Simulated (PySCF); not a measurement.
# How methods differ on the electron affinity of O

O⁻ [He] 2s2 2p5 (2P) → O [He] 2s2 2p4 (3P), as a difference of total energies. Calculation: PySCF 2.14, in aug-cc-pVTZ with one added diffuse shell each of s, p, d, f type (6s5p4d3f, 62 functions); no relativity, point nucleus. Correlated levels: valence: 1s2 frozen. The calculations carry no spin-orbit coupling.

| method | electron affinity (eV) | error (eV) |
| --- | --- | --- |
| UHF | -0.562 | -2.023 |
| LDA | 2.107 | +0.646 |
| PBE | 1.832 | +0.371 |
| PBE0 | 1.409 | -0.052 |
| r2SCAN | 1.552 | +0.091 |
| BP86 | 1.955 | +0.494 |
| BLYP | 1.879 | +0.418 |
| PW91 | 1.888 | +0.427 |
| CAM-B3LYP | 1.664 | +0.203 |
| MP2 (valence) | 1.433 | -0.028 |
| SCS-MP2 (valence) | 1.397 | -0.064 |

Reference: 1.461 eV (measured; photodetachment measurements, as compiled on the Wikipedia data page of electron affinities).

Errors of the correlated levels include the incompleteness of this basis and the frozen core.

A negative affinity means that the anion lies above the atom at that level of theory.

In the anion the highest occupied orbital energy is positive at LDA, PBE, PBE0, r2SCAN, BP86, BLYP, PW91, a self-interaction effect; the basis confines that electron, and the energy difference can still be sensible.
